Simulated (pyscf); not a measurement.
H₂N–SiH₃ (SMILES N[SiH3]) + H₂ (SMILES [H][H]) -> SiH₄ (SMILES [SiH4]) + NH₃ (SMILES N), a four-centre exchange (singlet surface; N–Si, H–H broken, H–Si, H–N formed). Optimised with ωB97X-D3(BJ)/def2-SVP in PySCF. Energies in kcal/mol from the separated reactants.

Small-basis levels: PySCF, no dispersion term, spherical d functions. AM1 to PM7: differences of heats of formation from MOPAC, which are fitted to 298 K values and so differ in kind from electronic energies by zero-point and thermal terms. GFN2-xTB: tblite. 

```json
[
 {"level": "HF/STO-3G", "barrier": "87.1", "reaction energy": "-1.6"},
 {"level": "HF/3-21G", "barrier": "60.1", "reaction energy": "+8.5"},
 {"level": "MP2/6-31G*", "barrier": "58.7", "reaction energy": "+7.2"},
 {"level": "BP86/6-31G*", "barrier": "42.7", "reaction energy": "+3.7"},
 {"level": "PBE/6-31G*", "barrier": "40.8", "reaction energy": "+3.6"},
 {"level": "B3LYP/LANL2DZ", "barrier": "49.2", "reaction energy": "+1.9"},
 {"level": "GFN2-xTB", "barrier": "39.6", "reaction energy": "+2.6"},
 {"level": "PM3", "barrier": "73.2", "reaction energy": "+25.5"},
 {"level": "PM6", "barrier": "62.1", "reaction energy": "+38.1"},
 {"level": "ωB97M-D3(BJ)/def2-TZVP", "barrier": "46.8", "reaction energy": "+4.9"}
]
```

Against the last row the barrier runs from -7.2 (GFN2-xTB) to +40.3 kcal/mol (HF/STO-3G). ωB97M-D3(BJ)/def2-TZVP has limits of its own. At the saddle there is also a short H–Si contact that neither side keeps. One saddle was located; it need not be the lowest between these sides.
